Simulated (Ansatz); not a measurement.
in.yaml

```yaml
crystal:
  periodic: [false, false, false]
  atoms:
    - {symbol: Ge, position_ang: [0.000000, 0.000000, 0.000000]}
    - {symbol: H, position_ang: [0.884324, 0.887199, 0.886047]}
    - {symbol: H, position_ang: [-0.887886, -0.884021, 0.885661]}
    - {symbol: H, position_ang: [-0.883825, 0.884513, -0.889224]}
    - {symbol: H, position_ang: [0.887387, -0.887691, -0.882484]}
basis:
  gaussian: {orbitals: STO-3G}
magnetization: {spin_polarized: true, initial_magnetization: 2}
correlation: {method: bccd_t, electrons: valence}
output: {forces: true}
```

```sh
$ ansatz run in.yaml --threads 1 --pin off --events-out ev --progress --plain --max-ram 2393MiB
```

The program prints:

```
232 factors; integrals over basis functions are off by at most 2.3e-5 eV
mean field evaluation 1: about -55878.4809 eV, gradient 7.6e0 eV
mean field evaluation 2: about -55878.5102 eV, gradient 7.5e0 eV
mean field evaluation 4: about -55880.1327 eV, gradient 2.4e0 eV
mean field evaluation 8: about -55880.6173 eV, gradient 1.5e-1 eV
mean field evaluation 16: about -55880.6115 eV, gradient 5.9e-4 eV
mean field evaluation 32: about -55879.0957 eV, gradient 1.9e-1 eV
mean field evaluation 64: about -55880.6115 eV, gradient 2.1e-2 eV
mean field evaluation 96: about -55880.3304 eV, gradient 1.5e-5 eV
mean field evaluation 128: about -55882.1547 eV, gradient 1.5e-3 eV
mean field evaluation 160: about -55882.1441 eV, gradient 3.5e-5 eV
...
cycle  12  -1.78542685 eV  change   -8.7e-3 eV  update   3.3e-4
cycle  13  -1.78127881 eV  change    4.1e-3 eV  update   7.6e-4
cycle  14  -1.77988671 eV  change    1.4e-3 eV  update   1.9e-4
cycle  15  -1.78033505 eV  change   -4.5e-4 eV  update   3.4e-5
cycle  16  -1.78013927 eV  change    2.0e-4 eV  update   2.9e-5
cycle  17  -1.78006860 eV  change    7.1e-5 eV  update   6.9e-6
cycle  18  -1.78007047 eV  change   -1.9e-6 eV  update   4.2e-6
cycle  19  -1.78006103 eV  change    9.4e-6 eV  update   2.2e-6
cycle  20  -1.78005141 eV  change    9.6e-6 eV  update   1.5e-6
cycle  21  -1.78003897 eV  change    1.2e-5 eV  update   1.0e-6
perturbative correction -0.23459018 eV, -0.0086210300 hartree
WARN: the results are in doubt because among natural orbitals full CI differs from the method by +0.276 eV
the calculation of the forces begins
WARN: the results are in doubt because the forces break the atoms' symmetry
Total energy: -55884.15875823 eV, -2053.7049547218 hartree
Atom 0 at     0.000000     0.000000     0.000000 Å, force    24.783051    24.863619    24.830920 eV/Å
Atom 1 at     0.884324     0.887199     0.886047 Å, force   -15.537060   -15.587570   -15.567285 eV/Å
Atom 2 at    -0.887886    -0.884021     0.885661 Å, force    -7.479841    -7.454095     5.669081 eV/Å
Atom 3 at    -0.883825     0.884513    -0.889224 Å, force    -7.449573     5.659198    -7.491345 eV/Å
Atom 4 at     0.887387    -0.887691    -0.882484 Å, force     5.683423    -7.481152    -7.441371 eV/Å
Dipole moment:    -0.176724    -0.177299    -0.177063 e Å
In doubt: the forces break the atoms' symmetry
In doubt: among natural orbitals full CI differs from the method by +0.276 eV
```

Ran on 1 thread of AMD EPYC 7R43, shared host: 4.3 s wall, 0.09 GiB peak host memory.
